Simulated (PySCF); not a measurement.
Calculation: B3LYP-D3(BJ)/def2-TZVP (PySCF 2.14.0). Gas-phase values, no solvent. B3LYP has the VWN-RPA correlation part, as in Gaussian. 

Reference species (SMILES): `[Cl]` (neutral, multiplicity 2).

```yaml
highest_occupied_spin_orbital: -9.27 eV
```

Changed species: `[CH]=C` (radical fragment; the reference has radical fragment).

Predict the effect on the highest occupied spin orbital.

the highest occupied spin orbital rises by 2.67 eV, to -6.60 eV.
